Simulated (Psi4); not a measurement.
# CH5AlN− (SMILES C=[N][AlH3-]): MP3/def2-SVPD

What is the vertical singlet–triplet gap of CH5AlN− at MP3/def2-SVPD? 

The calculation is run with Psi4 1.11.

2 further runs of the same task are left out: 2 set aside as unsound or not needed.

## (1) The structure to begin with

The species is CH5AlN− (8 atoms), meant as a singlet with charge -1. As SMILES, `C=[N][AlH3-]`. Geometry: a GFN2-xTB relaxation, a rough one for these elements and not checked as a minimum.

Bond lengths: C1–N2 1.233 Å, N2–Al3 1.838 Å, C1–H4 1.113 Å, C1–H5 1.113 Å, Al3–H6 1.618 Å, Al3–H7 1.618 Å, Al3–H8 1.618 Å. Angles: C1–N2–Al3 176.8°, N2–C1–H4 124.2°, N2–C1–H5 123.8°, N2–Al3–H6 107.6°, N2–Al3–H7 110.5°, N2–Al3–H8 107.7°, H4–C1–H5 112.0°, H6–Al3–H7 110.1°, H6–Al3–H8 110.8°, H7–Al3–H8 110.1°.

## (2) A single-point energy at MP3/def2-SVPD

Contents of job.dat:

```
memory 1600 mb

molecule system {
  -1 1
  C     -0.801790     0.941220    -1.205740
  N     -0.209220     0.303130    -0.333330
  Al     0.624430    -0.733290     0.935160
  H     -1.404700     0.478220    -2.018860
  H     -0.795360     2.052650    -1.271550
  H      0.009940    -0.330160     2.376980
  H      0.368550    -2.304300     0.642130
  H      2.208160    -0.407470     0.875200
  symmetry c1
}

set puream true
set e_convergence 1e-09
set d_convergence 1e-08
set scf_type pk
set num_frozen_docc 7

energy_value = energy('mp3/def2-SVPD')
print_variables()
```

Command:

```sh
$ psi4 job.dat job.out -n 1
```

job.out, cut to the lines that bear on the results:

```text
[...]
  Running in c1 symmetry.
[...]
  Nuclear repulsion =   91.305207594408444
[...]
  Multiplicity = 1
[...]
  Nalpha       = 16
  Nbeta        = 16
[...]
    Number of basis functions: 104
[...]
   @RHF iter   1:  -336.87242393674273   -1.02204e+00   4.40818e-03 DIIS/ADIIS
[...]
   @RHF iter  11:  -336.99809427536178   -7.78755e-12   4.84410e-09 DIIS
[...]
    Orbital Energies [Eh]
    ---------------------
    Doubly Occupied:
       1A    -58.216669     2A    -15.345997     3A    -11.117152
       4A     -4.644424     5A     -2.963772     6A     -2.963055
       7A     -2.962566     8A     -0.988182     9A     -0.630835
      10A     -0.461168    11A     -0.454674    12A     -0.303527
      13A     -0.279419    14A     -0.216810    15A     -0.197529
      16A     -0.153598
[...]
  @RHF Final Energy:  -336.99809427536178
   => Energetics <=
    Nuclear Repulsion Energy =             91.3052075944084436
    One-Electron Energy =                -652.8078509805361591
    Two-Electron Energy =                 224.5045491107659643
    Total Energy =                       -336.9980942753617228
[...]
 Multipole Moments:
 ------------------------------------------------------------------------------------
     Multipole            Electronic (a.u.)      Nuclear  (a.u.)        Total (a.u.)
 ------------------------------------------------------------------------------------
 L = 1.  Multiply by 2.5417464519 to convert [e a0] to [Debye]
 Dipole X            :         -0.4056849           -0.5195339           -0.9252189
 Dipole Y            :          0.5739991            0.5083549            1.0823540
 Dipole Z            :         -0.6569278           -0.7342722           -1.3912000
 Magnitude           :                                                    1.9907179
[...]
	DF-MP2 Total Energy (a.u.)         :  -337.40609678171000
[...]
	DF-MP3 Total Energy (a.u.)         :  -337.43665750061587
[...]
```

Run time: 7.2 s. Hardware: 1 thread of Intel Xeon Platinum 8259CL at 2.50GHz (Skylake/Cascade Lake), shared host; peak memory 0.41 GiB.

## (3) The triplet at the same level

Contents of calc.dat:

```
memory 1600 MB

molecule geom {
  -1 3
  C     -1.51516351     1.77864802    -2.27851838
  N     -0.39536850     0.57283268    -0.62990241
  Al     1.18000168    -1.38571727     1.76719628
  H     -2.65449829     0.90370483    -3.81509248
  H     -1.50301257     3.87894633    -2.40288125
  H      0.01878388    -0.62391198     4.49184120
  H      0.69645856    -4.35449591     1.21344984
  H      4.17281764    -0.77000670     1.65388830
  units bohr
  symmetry c1
  no_reorient
  no_com
}

set {
  basis           def2-SVPD
  reference       uhf
  puream          true
  e_convergence   1e-09
  d_convergence   1e-08
  scf_type        pk
  num_frozen_docc 7
  maxiter         200
}

energy_value, wavefunction = energy("mp3", return_wfn=True)
print_variables()
```

Command:

```sh
$ psi4 -i calc.dat -o calc.out -n 1
```

calc.out, cut to the lines that bear on the results:

```text
[...]
  Running in c1 symmetry.
[...]
  Nuclear repulsion =   91.305207674744153
[...]
  Multiplicity = 3
[...]
  Nalpha       = 17
  Nbeta        = 15
[...]
    Number of basis functions: 104
[...]
   @UHF iter   1:  -336.74838068105487   -8.98000e-01   4.23745e-03 ADIIS/DIIS
[...]
   @UHF iter  15:  -336.92971424959325   -7.44649e-12   6.69852e-09 DIIS
[...]
   @S^2 Observed:                2.023404413E+00
[...]
  @UHF Final Energy:  -336.92971424959325
   => Energetics <=
    Nuclear Repulsion Energy =             91.3052076747441532
    One-Electron Energy =                -652.4961026752793032
    Two-Electron Energy =                 224.2611807509419464
    Total Energy =                       -336.9297142495932462
  UHF NO Occupations:
  HONO-2 :   15  A 1.9949134
  HONO-1 :   16  A 1.0000000
[...]
 Multipole Moments:
 ------------------------------------------------------------------------------------
     Multipole            Electronic (a.u.)      Nuclear  (a.u.)        Total (a.u.)
 ------------------------------------------------------------------------------------
 L = 1.  Multiply by 2.5417464519 to convert [e a0] to [Debye]
 Dipole X            :         -4.9849024            4.2120105           -0.7728919
 Dipole Y            :          5.1376756           -4.2983711            0.8393046
 Dipole Z            :         -7.1933793            6.0343301           -1.1590492
 Magnitude           :                                                    1.6264038
[...]
	DF-SCS-MP2 Total Energy (a.u.)     :  -337.30316300874404
	DF-SOS-MP2 Total Energy (a.u.)     :  -337.30552063791237
	DF-SCS(N)-MP2 Total Energy (a.u.)  :  -337.06990117760938
[...]
	DF-MP2 Total Energy (a.u.)         :  -337.29844775040732
[...]
	DF-MP3 Total Energy (a.u.)         :  -337.33827015718737
[...]
```

Wall time 11 s (1 thread of Intel Xeon Platinum 8259CL at 2.50GHz (Skylake/Cascade Lake), shared host); peak memory 0.41 GiB.

## (4) Outcome

Level: MP3/def2-SVPD, 7 core orbitals frozen.

| quantity | value |
| --- | --- |
| singlet: total energy | -337.43666 Eh |
| singlet: HOMO energy (Hartree–Fock orbitals) | -4.18 eV |
| singlet: LUMO energy (Hartree–Fock orbitals) | 5.37 eV |
| singlet: HOMO–LUMO gap (to an unbound level, set by the basis) | 9.55 eV |
| singlet: correlation energy (7 core orbitals frozen) | -438.6 mEh |
| triplet: total energy | -337.33827 Eh |
| triplet: HOMO energy (Hartree–Fock orbitals) (highest over α and β) | -1.56 eV |
| triplet: LUMO energy (Hartree–Fock orbitals) (lowest over α and β) | 5.27 eV |
| triplet: correlation energy (7 core orbitals frozen) | -408.6 mEh |
| triplet: ⟨S²⟩ of the reference determinant | 2.023 |
| vertical energy of the triplet above the singlet | 2.677 eV |

At this shape the triplet lies 2.68 eV (258 kJ/mol) above the singlet.
